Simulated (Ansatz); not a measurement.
**Zinc-blende CuI, bulk modulus**

Reference value: 36.6 GPa (measured, temperature not stated, not corrected to a static lattice; as tabulated in Gopakumar et al. (2017), arXiv:1612.07068).

Q: Put these levels in order of the bulk modulus that they give for zinc-blende CuI, smallest first: Hartree–Fock (Ansatz, a first-principles code), LC-ωPBE (Ansatz), LDA (Ansatz).

A: Hartree–Fock (16.7 GPa), LC-ωPBE (45.0 GPa), LDA (56.8 GPa)

Unless a cell is named, each level is at its own relaxed cell (LDA 25.18, LC-ωPBE 26.90, Hartree–Fock 36.56 Å³/atom).

Differences against the reference: LDA +55 %, LC-ωPBE +23 %, Hartree–Fock -54 %.

The reference isn't brought to a static lattice, while the calculations are for one, so the differences are not the levels' errors alone. A static lattice is as a rule stiffer than a warm one, by over a tenth in soft solids.  Hartree–Fock: the cell is over a tenth larger than the published one: the level's own overestimate first of all, though another phase or state, or a fault of the published cell, is possible. Each level is taken at its own relaxed cell. Cutoffs and k meshes differ between the levels. Ansatz's density-functional and Hartree–Fock values are scalar-relativistic unless marked +SOC, with PAW data made under PBE.

Differences are worked out from the printed values.
